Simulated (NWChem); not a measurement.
Species: nitrogen trifluoride (NF3); SMILES FN(F)F

All runs: NWChem. Geometry: optimised at B3LYP/6-31G* (spherical d). Core excitations by TDA in a window of 1s orbitals, non-relativistic and unshifted: absolute energies depend strongly on the exact-exchange share.

**Question.** Predict the results for N K edge, PBE/cc-pVTZ. Quantities: first 1s excitation (eV); dipole oscillator strength of the first; first state with f > 0.002 (eV); dipole oscillator strength of that state.

**Answer.** 
| Item | Result |
|---|---|
| first 1s excitation (eV) | 388.0 |
| dipole oscillator strength of the first | 0.0699 |
| first state with f > 0.002 (eV) | 388.0 |
| dipole oscillator strength of that state | 0.0699 |
